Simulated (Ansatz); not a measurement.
A run of Ansatz (development build ahead of 0.2.0) on singlet OH(-) at this shape:

```xyz
2

O    -0.0733    0.0019   -0.1478
H     0.0386    0.0361    1.2543
```

Its results:

- Converged: yes
- Total energy: -75.19935 hartree
- Spin squared of the determinant: 0.000

Question: Which input gives this output? Name the method, the orbitals and the basis set, and write the input.

Answer: RHF in def2-SVP. An unrestricted run that stays on the closed shell gives the same numbers.

```yaml
crystal:
  periodic: [false, false, false]
  atoms:
    - { symbol: O, position_ang: [-0.07334, 0.00186, -0.14784] }
    - { symbol: H, position_ang: [0.0386, 0.03612, 1.25431] }
basis:
  gaussian: { orbitals: def2-SVP }
total_charge: -1
hamiltonian:
  xc: hf
```

Caution: stretched shape with no unrestricted run beside it, a lower state can exist; no diffuse functions for an anion.
